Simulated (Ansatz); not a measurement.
Basis-set extrapolation for `CNC(N)O` (PBE0-D4/def2-TZVP geometry, frozen core, Ansatz). Multiplicity 1, RHF reference.

|  | def2-TZVPP | def2-QZVPP |
| --- | --- | --- |
| HF | -264.256343 | -264.269077 |
| MP2 correlation | -1.017120 | -1.089471 |
| CCSD(T) correlation | -1.092488 | not run |

Energies in hartree. Use E(X) = E(∞) + A·exp(−7.88·√X) for Hartree–Fock and E(X) = E(∞) + B·X^(−2.97) for correlation, with X = 3 and 4, and add CCSD(T) minus MP2 of the smaller set to the MP2 limit.

Q: What is the CCSD(T) energy at the basis-set limit?

A: HF limit: -264.269077 + (-0.012734) × 0.13774 = -264.27083. MP2 limit: -1.089471 + (-0.072351) × 0.74074 = -1.14306. Higher-order term: -1.092488 − (-1.017120) = -0.07537. Total: -265.48926 hartree, 88.1 kcal/mol below CCSD(T)/def2-TZVPP.
